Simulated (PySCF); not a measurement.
B3LYP has the VWN-RPA correlation part, as in Gaussian. Delta-SCF ions had no search for a lower state. Excitations are Tamm–Dancoff values on a coarser integration grid. The basis has no diffuse functions, so Rydberg states are missing or too high.

Cartesian coordinates (Å):
SMILES: C=C=C
```xyz
7

C      1.2943    -0.0721    -0.0994
C      0.0000     0.0000    -0.0001
C     -1.2943     0.0721     0.0993
H      1.8271     0.4353    -0.8955
H      1.8827    -0.6418     0.6108
H     -1.9378    -0.6486    -0.3922
H     -1.7719     0.8552     0.6769
```
Charge 0, multiplicity 1.

Q: What is the computed S1 excitation (TDA), adiabatic ionisation energy (no zero-point term), dipole moment, HOMO, total energy, HOMO–LUMO gap, vertical ionisation energy (Delta-SCF) and LUMO (B3LYP-D3(BJ)/def2-TZVP (PySCF 2.14.0))?

A: 
The S1 excitation (TDA) is 5.92 eV. The adiabatic ionisation energy (no zero-point term) is 9.51 eV and the dipole moment is 0.00 D. The HOMO is -7.50 eV and the total energy is -3175.96 eV. The HOMO–LUMO gap comes out as 7.56 eV and the vertical ionisation energy (Delta-SCF) is 10.08 eV. The LUMO is 0.06 eV.
